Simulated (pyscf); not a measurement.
This saddle point was located with ωB97X-D3(BJ)/def2-SVP in PySCF.

```xyz
10

O     -0.1511     1.7488     0.1138
Hf    -1.1902    -0.1759    -0.0144
Cl    -1.5851    -2.2669    -1.0296
Cl    -2.8766     1.0211    -1.1616
Cl    -1.5487    -0.5474     2.2662
H     -0.3559     2.6290    -0.2207
N      0.9189    -0.2526    -0.5349
H      0.6857     1.1435    -0.3007
H      1.1630    -0.6089    -1.4600
H      1.5563    -0.7029     0.1253
```

Surface: singlet, charge 0. Lowest wavenumbers (cm⁻¹): 785i, 35, 88, 110, 114.

Q: Name the species on either side of this saddle.

A: HO–Hf(Cl)(Cl)–Cl + ammonia (NH₃) ⇌ water (H₂O) + H₂N–Hf(Cl)(Cl)–Cl, a four-centre exchange read from left to right: Hf–O, H–N broken and H–O, Hf–N formed. At ωB97M-D3(BJ)/def2-TZVP it lies +9.2 kcal/mol from the left side and -8.0 kcal/mol from the right (each side as separated species at their lowest minima found). On the reactant side the descent ends in an adduct with a Hf–N contact (not fully relaxed), 26.3 kcal/mol under the separated species and 32.6 kcal/mol under the saddle at ωB97X-D3(BJ)/def2-TZVP. On the product side the descent ends in an adduct with a Hf–O contact, 21.1 kcal/mol under the separated species and 11.1 kcal/mol under the saddle at ωB97X-D3(BJ)/def2-TZVP. At ωB97M-D3(BJ) the saddle lies under the separated products, which points to a path from their complex (located at ωB97X-D3(BJ) alone), and parting the products costs more than the saddle. What is counted as formed (Hf–N) is already present as a longer contact in the reactant adduct; forming that adduct is a step of its own. What is counted as broken (Hf–O) persists as a longer contact in the product adduct; parting that adduct is a step of its own. At ωB97X-D3(BJ) the barrier from the zero used here is 6.4 kcal/mol. This is the saddle that the search found; another between the same sides may lie lower. Elements past Kr carry the def2 core potentials, without spin-orbit coupling.
